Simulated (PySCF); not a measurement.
Relaxation of singlet H₃SN

Level of theory: PBE0/[S def2-TZVP, N def2-TZVP, H def2-TZVP], no relativity, density fitting, PySCF. A (50,194) grid was used.

A hand-made tetrahedral start, of C3v symmetry, held to at least that symmetry:

```xyz
5
charge 0 multiplicity 1, angstrom
S     0.0000    0.3366    0.2382
N     0.0000   -0.9205   -0.6514
H     1.1022    0.3363    1.0176
H    -1.1022    0.3363    1.0176
H     0.0000    1.4391   -0.5408
```

Optimiser trace:
```tsv
step	E − E(last) (kJ/mol)	largest gradient (Eh/bohr)
0	118.10	0.15423
1	11.59	0.04346
2	4.09	0.02658
3	0.34	0.00434
4	0.02	0.00162
5	0.00	0.00023
6	0.00	0.00008
```

It ends at C3v with S–H 1.395 Å (×3), S–N 1.452 Å; H–S–H 92.5° (×3), H–S–N 123.5° (×3). A frequency run shows a minimum.

The relaxation took roughly 14 core-seconds on a shared host.
